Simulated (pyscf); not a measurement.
Structures and frequencies: ωB97X-D3(BJ)/def2-SVP in PySCF.

Q: How much does it cost (ΔH, 298 K, ωB97M-D3(BJ)/def2-TZVP) to split O=Nb(OH)(F)–Cl (SMILES [O]=[Nb]([OH])([F])[Cl]) at its F–Nb bond into [O=Nb(OH)–Cl]• + F•?

A: F–Nb to [O=Nb(OH)–Cl]• + F•: 6.06 eV. The 7 functionals that were run give +5.85 (M06-2X) to +6.45 eV (PBE). The radicals are drawn with the spin at the cut bond; how far it spreads was not checked. Other isomers of [O=Nb(OH)–Cl]• were not searched in full and may lie lower. Left out: the spin-orbit lowering of F. Open-shell species with a d-block atom are single-reference here; other states, and whether the spin sits on metal or ligand, were not checked. Elements past Kr carry the def2 core potentials, without spin-orbit coupling.
